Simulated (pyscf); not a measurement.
PySCF, gas phase, ωB97X-D3(BJ)/def2-SVP geometries. Correlated levels are frozen-core, on RHF or UHF. ΔMP2 is the change of the MP2 total energy from the triple- to the quadruple-zeta basis.

Estimate by transition-state theory the rate constant of H₃C–InH₂ (SMILES [CH3][InH2]) + HCl (SMILES Cl) → H₃C–Cl (SMILES CCl) + InH₃ (SMILES [InH3]) (singlet surface; C–In, Cl–H broken, C–Cl, H–In formed) at 1200 K, with CCSD(T)/def2-TZVPP + ΔMP2(QZVPP) energies (ideal gas, 1 atm, RRHO with modes under 100 cm⁻¹ raised to 100, one conformer, R ln 2 for chiral ones without a mode under 150 cm⁻¹; no tunnelling).

The electronic barrier is 76.7 kcal/mol and the thermal terms add +38.6, so ΔG‡ = 115.3 kcal/mol. With k_BT/h = 2.50e+13 s⁻¹ and RT = 2.385 kcal/mol, and a volume of 1.64e-19 cm³ per molecule at 1 atm, k = 4.2e-27 cm³ molecule⁻¹ s⁻¹. Wigner's tunnelling factor for 587i cm⁻¹ would be 1.02. A shift of 1 kcal/mol in the barrier changes k by a factor 1.5. On the reactant side the descent ends in an adduct with a Cl–In contact, 6.9 kcal/mol under the separated species and 88.5 kcal/mol under the saddle at ωB97X-D3(BJ)/def2-TZVP. On the product side the descent ends in an adduct with a Cl–In contact, 10.4 kcal/mol under the separated species and 81.0 kcal/mol under the saddle at ωB97X-D3(BJ)/def2-TZVP. At ωB97X-D3(BJ)/def2-TZVP the barrier from the zero used here is 81.5 kcal/mol. The same reactants have a lower exit, to H₃C–InH–Cl + H₂ (barrier +2.1 kcal/mol at ωB97M-D3(BJ)/def2-TZVP, against +82.3 kcal/mol here). One saddle was located; it need not be the lowest between these sides. The CCSD(T) − MP2 part came from Ansatz, without density fitting, on the same reference. The frozen core leaves the outer d or s,p core shells of the metals and heavy elements correlated in the MP2 and CC values, and def2-TZVPP describes them poorly, which can shift differences by a few kcal/mol. Elements past Kr carry the def2 core potentials, without spin-orbit coupling.
